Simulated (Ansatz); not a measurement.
The inner images of a band of H3P + H3Si (8 atoms, charge 0, multiplicity 2) are given out of order.

The calculation used Ansatz, UKS PBE0/def2-SVP.

First end point:

```xyz
8
Properties=species:S:1:pos:R:3
H 0.687 0.214 1.087
P 1.674 0.934 1.834
Si -1.338 -0.928 -1.046
H 1.217 2.203 1.361
H 2.652 0.817 0.799
H -2.636 -0.240 -0.783
H -1.450 -2.404 -0.849
H -0.807 -0.595 -2.402
```

Last end point:

```xyz
8
Properties=species:S:1:pos:R:3
H -0.244 -0.410 0.246
P 1.873 1.095 1.955
Si -1.182 -0.857 -0.830
H 1.302 2.275 1.375
H 2.728 0.908 0.820
H -2.500 -0.180 -0.651
H -1.364 -2.336 -0.750
H -0.614 -0.496 -2.163
```

Problem. Put them in order from the first end to the last, with their energies above the first end.
A.
```xyz
8
Properties=species:S:1:pos:R:3
H 0.286 -0.010 0.648
P 1.317 0.689 1.564
Si -0.975 -0.693 -0.732
H 0.892 1.977 1.109
H 2.323 0.589 0.554
H -2.287 -0.017 -0.493
H -1.102 -2.172 -0.557
H -0.454 -0.363 -2.094
```
B.
```xyz
8
Properties=species:S:1:pos:R:3
H -0.121 -0.297 0.277
P 1.777 1.025 1.895
Si -1.076 -0.774 -0.771
H 1.083 2.101 1.253
H 2.507 0.734 0.696
H -2.395 -0.103 -0.576
H -1.239 -2.252 -0.652
H -0.538 -0.435 -2.122
```
C.
```xyz
8
Properties=species:S:1:pos:R:3
H 0.580 0.095 1.133
P 1.598 0.895 1.748
Si -1.216 -0.846 -0.962
H 1.063 2.108 1.215
H 2.495 0.721 0.649
H -2.510 -0.149 -0.696
H -1.338 -2.323 -0.778
H -0.673 -0.501 -2.309
```
D.
```xyz
8
Properties=species:S:1:pos:R:3
H -0.005 -0.200 0.357
P 1.541 0.848 1.742
Si -0.971 -0.696 -0.700
H 0.934 1.997 1.139
H 2.356 0.622 0.586
H -2.292 -0.031 -0.498
H -1.118 -2.175 -0.565
H -0.447 -0.364 -2.059
```
E.
```xyz
8
Properties=species:S:1:pos:R:3
H 0.445 0.046 0.913
P 1.449 0.787 1.649
Si -1.100 -0.771 -0.854
H 0.968 2.038 1.154
H 2.402 0.649 0.594
H -2.395 -0.075 -0.589
H -1.216 -2.248 -0.667
H -0.553 -0.424 -2.199
```

Solution. C (+0.005 eV), E (+0.035 eV), A (+0.083 eV), D (-0.272 eV), B (-0.327 eV).

Time of the run: 54 s on 2 threads of Arm Neoverse V1, on a shared host, peak memory 0.15 GiB.
